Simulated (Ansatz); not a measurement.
## Ansatz (development build ahead of 0.2.0) run

```yaml
crystal:
  periodic: [false, false, false]
  atoms:
    - { symbol: P, position_ang: [-0.03326, -0.03702, -0.99397] }
    - { symbol: P, position_ang: [0.0235, -0.04104, 0.97291] }
basis:
  gaussian: { orbitals: def2-SVP }
total_charge: -1
magnetization:
  spin_polarized: true
  initial_magnetization: 1
hamiltonian:
  xc: hf
correlation:
  method: mp2
  frozen_orbitals: { P: 5 }
```

The input is written out in the form of the current development build from the run's settings.

Output:

```yaml
Converged: yes
Reference_energy: -681.23837 hartree
Correlation_energy: -0.19150 hartree
Total_energy: -681.42987 hartree
Spin_squared_of_the_determinant: 1.155
Stability_test: minimum
```

Messages of the program:
```
mean field -18537.44032904 eV, -681.2383669640 hartree, gradient 6.9e-6 eV, S^2 1.154487; 5 other ends of a descent, 0 dependent functions left out
```

Caution: no diffuse functions for an anion; the unrestricted determinant is spin contaminated; a plain start can end on a higher determinant.
